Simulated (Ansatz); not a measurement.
A nudged elastic band was laid between two geometries of CH₅N₂S (9 atoms, charge 1, multiplicity 1).

These are results of RKS BHLYP/def2-SVP in Ansatz, not measurements.

| Quantity | Value |
| --- | --- |
| movable images | 6 |
| climbing image | no |
| spring | 5.0 eV/Å² |
| optimiser | quadratic models (default) |
| start path | through a guess of the saddle point |
| force threshold | 0.03 eV/Å |
| iteration limit | 53 |
| end points | relaxed |

Image 0:

```xyz
9
Properties=species:S:1:pos:R:3
N -0.324 1.155 -0.545
C -0.268 -0.171 -0.525
N 0.405 -0.664 0.733
S -0.781 -1.266 -1.582
H -0.756 1.598 -1.342
H 0.032 1.758 0.179
H 1.374 -0.338 0.812
H 0.416 -1.687 0.690
H -0.098 -0.385 1.581
```

Image 7:

```xyz
9
Properties=species:S:1:pos:R:3
N -0.323 1.155 -0.544
C -0.268 -0.172 -0.525
N 0.405 -0.664 0.732
S -0.780 -1.266 -1.581
H 0.032 1.757 0.180
H -0.755 1.599 -1.341
H 1.373 -0.337 0.810
H 0.415 -1.687 0.690
H -0.099 -0.384 1.580
```

Problem. Which bonds break or form, and what moves?

Solution. No bond is made or broken. The dihedral H5–N1–C2–S4 goes from 0 to 180°. The two ends are copies of one structure, up to a mirror image or an exchange of like atoms.

Problem. Give the energies along the band, and the barrier.

Solution. The run converged. The highest image is number 4 of 0 to 7, 0.55 eV above the ends, which have the same energy within 2 meV. No image climbed, so the highest image needn't sit at the top of the path.

```tsv
image	path coordinate (Å)	energy (eV)	dihedral H5–N1–C2–S4 (°)
0	0.00	0.00	0
1	0.53	0.07	5
2	1.06	0.29	20
3	1.59	0.54	45
4	2.12	0.55	76
5	2.65	0.31	111
6	3.18	0.07	146
7	3.71	0.00	180
```

Problem. What is the geometry of the highest image?

Solution. 
```xyz
9
Properties=species:S:1:pos:R:3:forces:R:3
N -0.185 1.237 -0.383 0.04 -0.01 -0.02
C -0.173 -0.139 -0.516 0.03 0.01 0.00
N 0.335 -0.735 0.779 -0.03 0.01 0.01
S -0.514 -1.122 -1.715 0.08 0.00 -0.04
H -1.118 1.624 -0.279 0.04 0.02 0.17
H 0.259 1.704 -1.163 -0.09 -0.02 -0.15
H 1.261 -0.346 0.983 -0.02 -0.01 0.01
H 0.397 -1.754 0.728 -0.03 0.00 0.01
H -0.263 -0.470 1.566 -0.02 0.00 0.01
```

Time of the run: 5.7 min on 1 thread of Intel(R) Xeon(R) Processor @ 2.50GHz (Skylake/Cascade Lake), on a shared host, peak memory 0.17 GiB.
